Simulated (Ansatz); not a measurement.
## Structure relaxation of CdO2

Level of theory: DFT r2SCAN, scalar-relativistic, plane waves, PAW in Ansatz. Cutoff 500 eV, Γ-centred k mesh, Gaussian smearing, no spin polarisation in the final step.

A relaxed cell is given with its space group left out.

```yaml
crystal:
  lattice:
    - [3.59292, 0.00000, 0.00000]
    - [-1.79646, 3.11156, 0.00000]
    - [0.00000, 0.00000, 2.99767]
  atoms:
    - { symbol: Cd, position: [0.00000, 0.00000, 0.00000] }
    - { symbol: O, position: [0.33333, 0.66667, 0.50000] }
    - { symbol: O, position: [0.66667, 0.33333, 0.50000] }
```

Energies over the elements count from the elements' standard structures at the same level (O₂ as a molecule), with no empirical corrections.

Problem. What space group does it have?

Solution. P6/mmm (No. 191). Conventional cell: a = 3.593 Å, c = 2.998 Å. Around Cd lie 12 O at 2.56 Å and 2 Cd at 3.00 Å; O has 3 O at 2.07 Å.

Problem. What is its formation energy per atom?

Solution. 0.18 eV/atom.

Problem. Is it a metal?

Solution. Yes, bands cross the Fermi level on the 15×15×16 mesh.

The final run used a 15×15×16 mesh on its 3-atom cell and 0.10 eV smearing. The k mesh leaves about 4 meV/atom of noise in metals. The cell came from a trial start, so CdO2 may not exist in this structure.